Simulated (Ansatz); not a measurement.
Name a neutral molecule of C, N, O and H with zero-point energy (PBE0-D4/def2-TZVP) between 133 and 149 kJ/mol and HOMO energy (PBE0/def2-TZVPP) between -7.65 and -7.35 eV (Ansatz, PBE0-D4/def2-TZVP geometry).

`NC(=O)C=O` (146.3 kJ/mol, -7.59 eV). Other molecules can fit too; these were computed, each in one conformer that needn't be the lowest.
